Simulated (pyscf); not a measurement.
**1,1-elimination: `[F][GeH3]` → `[F][GeH]` [singlet] + `[H][H]`**

Gas phase, singlet surface, charge 0. Bonds broken: Ge1–H3, Ge1–H5. Bonds formed: H3–H5. Structures and frequencies: ωB97X-D3(BJ)/def2-SVP in PySCF.

Transition state (Å):

```xyz
5

Ge     0.2741    -0.6505    -0.1903
F      0.5291     1.0671    -0.4256
H      0.8766    -0.7612     1.4303
H     -1.0217    -0.8405     0.6037
H      1.5310    -1.3217     0.4225
```

One imaginary mode, 1341i cm⁻¹; descent along it reached the two sides named.

```json
[
 {"bond": "Ge1–H3", "change": "breaks", "reactant side (Å)": "1.533", "saddle": "1.733", "product side": "2.493"},
 {"bond": "Ge1–H5", "change": "breaks", "reactant side (Å)": "1.533", "saddle": "1.551", "product side": "2.466"},
 {"bond": "H3–H5", "change": "forms", "reactant side (Å)": "2.544", "saddle": "1.326", "product side": "0.767"}
]
```

Electronic energies relative to the reactant's lowest minimum found (kJ/mol):

```json
[
 {"level": "ωB97X-D3(BJ)/def2-TZVP", "barrier": "273.9", "reaction energy": "+140.1", "reverse barrier": "133.7"},
 {"level": "PBE/def2-TZVP", "barrier": "220.8", "reaction energy": "+118.0", "reverse barrier": "102.8"},
 {"level": "r²SCAN/def2-TZVP", "barrier": "238.5", "reaction energy": "+139.9", "reverse barrier": "98.6"},
 {"level": "B3LYP-D3(BJ)/def2-TZVP", "barrier": "247.3", "reaction energy": "+115.6", "reverse barrier": "131.7"},
 {"level": "PBE0-D3(BJ)/def2-TZVP", "barrier": "248.2", "reaction energy": "+139.7", "reverse barrier": "108.6"},
 {"level": "M06-2X/def2-TZVP", "barrier": "265.6", "reaction energy": "+130.5", "reverse barrier": "135.1"},
 {"level": "ωB97M-D3(BJ)/def2-TZVP", "barrier": "259.8", "reaction energy": "+122.3", "reverse barrier": "137.5"},
 {"level": "HF/def2-TZVP", "barrier": "336.4", "reaction energy": "+142.2", "reverse barrier": "194.1"}
]
```

With ωB97M-D3(BJ)/def2-TZVP energies and thermal terms (ideal gas, 1 atm, RRHO with modes under 100 cm⁻¹ raised to 100, one conformer, R ln 2 for chiral ones without a mode under 150 cm⁻¹), in kJ/mol:

| T (K) | ΔH‡ | ΔG‡ | ΔH | ΔG |
|---|---|---|---|---|
| 298 | 248.3 | 243.4 | +108.8 | +69.7 |
| 600 | 248.0 | 238.3 | +111.7 | +28.6 |
| 900 | 247.0 | 233.7 | +111.3 | -13.0 |
| 1200 | 245.5 | 229.4 | +109.0 | -54.1 |

This is the saddle that the search found; another between the same sides may lie lower. Elements up to Kr have no core potential and no relativistic terms here.
